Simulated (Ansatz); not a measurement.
Born–Oppenheimer molecular dynamics of CH$_{5}$BO (8 atoms, charge 0, multiplicity 1). It starts from a relaxed structure.

All numbers below come from RKS PBE-D4/6-31G* (Ansatz).

* ensemble: NVT, Langevin thermostat
* time step: 0.5 fs
* steps asked: 250
* set temperature: 300 K
* friction: 0.05 /fs
* seed: 456660

First frame:

```xyz
8
Properties=species:S:1:pos:R:3
B -0.051 0.018 -0.052
C 0.056 -0.039 1.520
H -0.816 -0.575 1.941
H 0.972 -0.518 1.913
H 0.000 0.983 1.941
O 0.904 -0.473 -0.901
H 1.651 -0.859 -0.398
H -1.004 0.510 -0.612
```

Q: How far do the bonds stretch over the last three quarters of this one trajectory? (Pairs bonded in most of those frames.)

A: 
| bond | mean (Å) | spread (Å) | shortest | longest |
| --- | --- | --- | --- | --- |
| B1–C2 | 1.585 | 0.017 | 1.55 | 1.62 |
| B1–O6 | 1.377 | 0.025 | 1.33 | 1.42 |
| B1–H8 | 1.214 | 0.021 | 1.16 | 1.25 |
| C2–H3 | 1.109 | 0.023 | 1.05 | 1.16 |
| C2–H4 | 1.110 | 0.026 | 1.04 | 1.17 |
| C2–H5 | 1.114 | 0.032 | 1.05 | 1.19 |
| O6–H7 | 0.982 | 0.017 | 0.94 | 1.02 |

Mean temperature of the second half: 298 K. A run of 0.12 ps of so small a system gives no equilibrium averages.

Time of the run: 3 min on 1 thread of Intel(R) Xeon(R) 6975P-C (Granite Rapids), with other jobs on the host, peak memory 0.11 GiB.
